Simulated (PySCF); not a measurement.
Geometry (Å), atoms numbered from 1 in this order:
```xyz
6

F    -1.2392   -0.9777   -1.2851
P    -0.4832   -1.0245    0.1423
F    -1.6778   -0.4622    1.0728
P     0.4869    1.0139   -0.1409
F     1.2808    0.9761    1.2645
F     1.6558    0.4444   -1.0992
```

Geometry: PBE0-D3(BJ)/def2-SVP; GIAO absolute shieldings from PySCF, gas phase, non-relativistic, averaged over equivalent atoms.

At PBE0/6-31G* (92 basis functions, 5.2 s wall time on 1 thread of an Arm Neoverse V1, shared host):
```json
{"atoms": "F1/F3/F5/F6", "σ (ppm)": "311.6"}
{"atoms": "P2/P4", "σ (ppm)": "115.3"}
```

Predict the values at PBE0/def2-TZVP on the same geometry.

Results:


```
      atoms  σ at PBE0/def2-TZVP  change
F1/F3/F5/F6                292.2   -19.4
      P2/P4                 32.5   -82.8
```

The largest change is at P2/P4 (phosphorus bonded to 2 F, P). Cost: 198 basis functions, 14 s wall time on 1 thread of an Arm Neoverse V1, shared host.
